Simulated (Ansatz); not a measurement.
Two shapes of singlet C3H5(+).

Shape 1:

```xyz
8

C     0.0000    0.0000   -0.4533
C     0.0000    1.0946    0.1942
C     0.0000   -1.0946    0.1942
H     0.0000    0.0000   -1.4604
H     0.0000    1.9866   -0.2788
H     0.0000    1.1074    1.2039
H     0.0000   -1.9866   -0.2788
H     0.0000   -1.1074    1.2039
```

Shape 2:

```xyz
8

C    -0.0096   -0.0021   -0.4907
C    -0.0056    1.1980    0.2120
C     0.0076   -1.1938    0.2163
H    -0.0091   -0.0029   -1.5843
H     0.0090    2.1624   -0.3000
H     0.0000    1.2078    1.3177
H    -0.0031   -2.1513   -0.2979
H    -0.0041   -1.2040    1.2995
```

Basis set: def2-TZVP (spherical functions). Correlated methods keep 3 orbitals frozen. Charge 1, multiplicity 1.

Computed with Ansatz (development build ahead of 0.2.0); each method stands on the lowest determinant of its kind that the runs found.

(1) Which shape is lower in energy, and by how much in each method?

## Answers

(1)

```tsv
method	E(2) − E(1) (eV)
RHF	-1.070
RHF-MP2	-1.317
```

Shape 2 is lower. Caution: no unrestricted run beside it, a lower state can exist.
